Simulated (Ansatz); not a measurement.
Basis-set extrapolation for `Fc1ccsc1` (PBE0-D4/def2-TZVP geometry, frozen core, Ansatz 0.2.0). Multiplicity 1, RHF reference.

```
                      def2-TZVPP   def2-QZVPP
                 HF  -650.270887  -650.292808
    MP2 correlation    -1.048267    -1.127951
CCSD(T) correlation    -1.121395    -1.195379
```

Energies in hartree. Use E(X) = E(∞) + A·exp(−7.88·√X) for Hartree–Fock and E(X) = E(∞) + B·X^(−2.97) for correlation, with X = 3 and 4.

Q: What is the CCSD(T) energy at the basis-set limit?

A: HF limit: -650.292808 + (-0.021921) × 0.13774 = -650.29583. Correlation limit: -1.195379 + (-0.073984) × 0.74074 = -1.25018. Total: -651.54601 hartree, 96.5 kcal/mol below CCSD(T)/def2-TZVPP.
